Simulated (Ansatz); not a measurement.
A short molecular-dynamics run on chlorine, Cl2.

```yaml
crystal:
  periodic: [false, false, false]
  atoms:
    - {symbol: Cl, position_ang: [0.845691, -0.281595, 0.433600]}
    - {symbol: Cl, position_ang: [-0.845691, 0.281595, -0.433600]}
basis:
  gaussian: {orbitals: "6-31G*"}
hamiltonian: {xc: {name: revPBE}, dispersion: d3bjatm}
md: {timestep: 0.5 fs, n_steps: 20, ensemble: nvt_langevin, temperature: 1000, initial_velocities: maxwell_boltzmann, friction: 0.01, seed: 153}
```

```sh
$ ansatz run in.yaml --threads 2 --pin off --events-out ev --progress --plain --max-ram 32768MiB --backend cpu
```

```
step  time (fs)  potential energy (eV)  kinetic (eV)  T (K)  conserved (eV)
   0        0.0            -25038.7158        0.1293    500               –
   1        0.5            -25038.7168        0.1166    451               –
   2        1.0            -25038.7181        0.1232    476               –
   3        1.5            -25038.7201        0.1208    467               –
   4        2.0            -25038.7218        0.1257    486               –
   5        2.5            -25038.7228        0.1213    469               –
   6        3.0            -25038.7237        0.1412    546               –
   7        3.5            -25038.7250        0.1285    497               –
   8        4.0            -25038.7263        0.1306    505               –
   9        4.5            -25038.7277        0.1344    520               –
  10        5.0            -25038.7292        0.1130    437               –
  11        5.5            -25038.7308        0.1493    577               –
  12        6.0            -25038.7325        0.1556    602               –
  13        6.5            -25038.7342        0.1399    541               –
  14        7.0            -25038.7357        0.1310    507               –
  15        7.5            -25038.7373        0.1257    486               –
  16        8.0            -25038.7393        0.1215    470               –
  17        8.5            -25038.7415        0.1325    513               –
  18        9.0            -25038.7436        0.1126    436               –
  19        9.5            -25038.7455        0.0989    382               –
  20       10.0            -25038.7473        0.0953    369               –
```

Velocities are drawn at the set temperature; a run this short doesn't reach equilibrium.

Frames (Å, forces in eV/Å):

```xyz
2
time=0.0 fs
Cl    0.846   -0.282    0.434    1.094   -0.364    0.561
Cl   -0.846    0.282   -0.434   -1.094    0.364   -0.561
2
time=0.5 fs
Cl    0.845   -0.284    0.435    1.077   -0.362    0.554
Cl   -0.845    0.284   -0.435   -1.077    0.362   -0.554
2
time=1.0 fs
Cl    0.844   -0.286    0.436    1.056   -0.359    0.545
Cl   -0.844    0.287   -0.436   -1.056    0.359   -0.545
2
time=1.5 fs
Cl    0.844   -0.289    0.437    1.024   -0.351    0.530
Cl   -0.843    0.290   -0.437   -1.024    0.351   -0.530
2
time=2.0 fs
Cl    0.843   -0.291    0.438    0.995   -0.344    0.517
Cl   -0.842    0.292   -0.438   -0.995    0.344   -0.517
2
time=2.5 fs
Cl    0.842   -0.294    0.439    0.978   -0.342    0.510
Cl   -0.841    0.294   -0.439   -0.978    0.342   -0.510
2
time=3.0 fs
Cl    0.841   -0.298    0.440    0.961   -0.339    0.503
Cl   -0.841    0.296   -0.440   -0.961    0.339   -0.503
2
time=3.5 fs
Cl    0.841   -0.301    0.441    0.939   -0.335    0.493
Cl   -0.840    0.297   -0.441   -0.939    0.335   -0.493
2
time=4.0 fs
Cl    0.840   -0.305    0.442    0.916   -0.329    0.483
Cl   -0.839    0.298   -0.442   -0.916    0.329   -0.483
2
time=4.5 fs
Cl    0.839   -0.308    0.444    0.890   -0.323    0.470
Cl   -0.838    0.300   -0.443   -0.890    0.323   -0.470
2
time=5.0 fs
Cl    0.838   -0.311    0.444    0.863   -0.315    0.458
Cl   -0.838    0.301   -0.445   -0.863    0.315   -0.458
2
time=5.5 fs
Cl    0.837   -0.315    0.445    0.834   -0.308    0.444
Cl   -0.838    0.302   -0.447   -0.834    0.308   -0.444
2
time=6.0 fs
Cl    0.837   -0.319    0.446    0.801   -0.298    0.428
Cl   -0.837    0.304   -0.449   -0.801    0.298   -0.428
2
time=6.5 fs
Cl    0.836   -0.322    0.446    0.768   -0.288    0.412
Cl   -0.836    0.305   -0.451   -0.768    0.288   -0.412
2
time=7.0 fs
Cl    0.836   -0.326    0.447    0.739   -0.279    0.398
Cl   -0.836    0.306   -0.453   -0.739    0.279   -0.398
2
time=7.5 fs
Cl    0.835   -0.329    0.448    0.706   -0.269    0.382
Cl   -0.835    0.307   -0.455   -0.706    0.269   -0.382
2
time=8.0 fs
Cl    0.835   -0.332    0.449    0.663   -0.254    0.359
Cl   -0.835    0.309   -0.456   -0.663    0.254   -0.359
2
time=8.5 fs
Cl    0.835   -0.336    0.449    0.613   -0.237    0.333
Cl   -0.836    0.310   -0.458   -0.613    0.237   -0.333
2
time=9.0 fs
Cl    0.835   -0.339    0.450    0.565   -0.220    0.307
Cl   -0.837    0.312   -0.459   -0.565    0.220   -0.307
2
time=9.5 fs
Cl    0.835   -0.342    0.450    0.517   -0.203    0.281
Cl   -0.837    0.314   -0.460   -0.517    0.203   -0.281
2
time=10.0 fs
Cl    0.836   -0.345    0.451    0.467   -0.184    0.254
Cl   -0.838    0.316   -0.461   -0.467    0.184   -0.254
```

Run time 10 s (2 threads of a server CPU on a shared host); peak host memory 0.36 GiB.
